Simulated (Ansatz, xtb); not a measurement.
# Loss of C2H6: C4H9Cl → C2H3Cl + C2H6

Species: C4H9Cl (1-chlorobutane) `CCCCCl`, singlet; C2H3Cl `C=CCl`, singlet; C2H6 (ethane) `CC`, singlet. 

Shapes, held fixed at every level: PBE0-D4/def2-TZVP. Flexible molecules stand in one conformer, not always the lowest. Programs: Ansatz 0.2.0, xtb 6.7.1. The zero-point and thermal change to 298 K, harmonic and unscaled (PBE0-D4/def2-TZVP), is -12.9 kJ/mol.

```
               level                   kind  ΔH(298 K) (kJ/mol)  less CCSD(T)/CBS estimate
            GFN1-xTB         semi-empirical              +106.5                      +11.6
    SPW92/def2-TZVPP                    LDA              +126.6                      +31.7
   PBE-D4/def2-TZVPP                    GGA               +91.5                       -3.4
 BHLYP-D4/def2-TZVPP          global hybrid               +95.7                       +0.8
  PBE0-D4/def2-TZVPP          global hybrid              +104.9                      +10.0
      MP2/def2-TZVPP    perturbation theory              +101.5                       +6.6
       CCSD/def2-SVP  coupled cluster or CI               +99.4                       +4.5
     CCSD/def2-TZVPP  coupled cluster or CI               +92.6                       -2.3
CCSD(T)/CBS estimate  coupled cluster or CI               +94.9                        0.0
```

The highest level, CCSD(T)/CBS estimate, gives ΔH(298 K) = +94.9 kJ/mol; the levels span +91.5 to +126.6. The column of differences is taken from that level and isn't an error. No measured value is set beside it here. The CBS estimate extrapolates MP2 from def2-TZVPP and def2-QZVPP and adds CCSD(T) − MP2 in the triple-zeta set, cores frozen.
